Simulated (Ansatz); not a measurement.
C2H2F2 (`F/C=C/F`). The species carries charge 0 and has multiplicity 1.

```tsv
atom	x (Å)	y (Å)	z (Å)
F1	0.1833	-0.0836	-1.7510
C2	0.3290	-0.3507	-0.4515
C3	-0.3291	0.3506	0.4515
F4	-0.1832	0.0836	1.7510
H5	1.0103	-1.1624	-0.2303
H6	-1.0102	1.1625	0.2303
```

(1) Give the diagnostics of a CCSD(T)/def2-TZVPP run (frozen core, Ansatz). (Estimate.)

## Answers

(1) Computed: T1 = 0.0123, largest single amplitude 0.031, largest double 0.103, (T) share of the correlation energy 3.4 %, 9 CCSD cycles. The RHF solution is stable towards an unrestricted one. T1 lies under the customary mark of 0.02 for closed shells.
